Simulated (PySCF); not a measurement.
Harmonic spectrum computed at PBE in the def2-TZVP basis family (core potentials from Rb on, PySCF, no spin–orbit coupling):

```
ω (cm⁻¹)  IR (km/mol)
     450          0.6
     798          135
     971         10.7
```

**Question.** Which molecule gave it? In each, all ligands are bound to the one heavy central atom.
A. MgF₂ (singlet)
B. AlF₂ (doublet)
C. CF₂ (singlet)
D. OF₂ (singlet)

**Answer.** D. It has C2v symmetry with O–F 1.421 Å (×2).
